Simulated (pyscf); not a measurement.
PySCF, gas phase, ωB97X-D3(BJ)/def2-SVP geometries.

Q: Estimate by transition-state theory the rate constant of H₃C–Re(=O)(=O)=O + H atom (H•) → [H₂C–Re(=O)(=O)=O]• + hydrogen (H₂) (doublet surface; C–H broken, H–H formed) at 600 K, with ωB97M-D3(BJ)/def2-TZVP energies (ideal gas, 1 atm, RRHO with modes under 100 cm⁻¹ raised to 100, one conformer, R ln 2 for chiral ones without a mode under 150 cm⁻¹; no tunnelling).

A: The electronic barrier is 11.9 kcal/mol and the thermal terms add +9.6, so ΔG‡ = 21.5 kcal/mol. With k_BT/h = 1.25e+13 s⁻¹ and RT = 1.192 kcal/mol, and a volume of 8.18e-20 cm³ per molecule at 1 atm, k = 1.5e-14 cm³ molecule⁻¹ s⁻¹. Wigner's tunnelling factor for 1541i cm⁻¹ would be 1.57, likely too low at so high a frequency. A shift of 1 kcal/mol in the barrier changes k by a factor 2.3. One saddle was located; it need not be the lowest between these sides. The angle at the transferred H is 174°. Open-shell species with a d-block atom are single-reference here; other states, and whether the spin sits on metal or ligand, were not checked. Elements past Kr carry the def2 core potentials, without spin-orbit coupling.
